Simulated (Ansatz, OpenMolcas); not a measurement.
Heat of formation of CH3NS (thioformamide) from total energies

The species is CH3NS (6 atoms), meant as a singlet with charge 0. SMILES: `NC=S`. Geometry: relaxed at PBE0-D4/def2-TZVP. This is one conformer, not always the lowest.

Total energies at r2SCAN/aug-cc-pVDZ (OpenMolcas 26.06); the atoms run unrestricted:

```
species    state  energy (Eh)
  CH3NS  singlet  -492.788966
      N  quartet   -54.571179
      C  triplet   -37.827851
      S  triplet  -398.079008
      H  doublet    -0.499471
```

Harmonic wavenumbers at PBE0-D4/def2-TZVP, in cm⁻¹: 373, 435, 641, 904, 968, 1146, 1328, 1473, 1641, 3103, 3587, 3724.

Measured heats of formation of the gaseous atoms at 298.15 K, in kJ/mol: N 472.4, C 716.9, S 277.0, H 218.0. Spin-orbit lowering of the atoms at 298 K (mean of the ground term's levels less their thermal mean, from spectra), in kJ/mol: C 0.02, S 1.88. Take 1 Eh = 2625.50 kJ/mol, 1 cm⁻¹ = 0.0119627 kJ/mol, RT = 2.479 kJ/mol.

What heat of formation follows?


1. Electronic atomisation energy: (-54.571179) + (-37.827851) + (-398.079008) + 3 × (-0.499471) − (-492.788966) = 0.812515 Eh = 2133.3 kJ/mol.
2. Zero-point energy: half the sum of the wavenumbers, 9661.5 cm⁻¹ = 115.6 kJ/mol.
3. Thermal vibrational enthalpy, Σ hcν̃/(exp(hcν̃/kT) − 1): 2.3 kJ/mol. Translation, rotation and pV of a non-linear molecule: 4 RT = 9.9 kJ/mol.
4. The 6 free atoms carry 5/2 RT each: 37.2 kJ/mol.
5. Spin-orbit coupling lowers the free atoms by 0.02 + 1.88 = 1.9 kJ/mol.
6. Atomisation enthalpy at 298 K: 2133.3 − 1.9 − 115.6 − 2.3 − 9.9 + 37.2 = 2040.8 kJ/mol.
7. Sum of the atoms' heats of formation: 2120.3 kJ/mol. Heat of formation: 2120.3 − 2040.8 = +79.5 kJ/mol.

No measured value is set beside it here. Anharmonicity and any spin-orbit splitting of the molecule are left out.
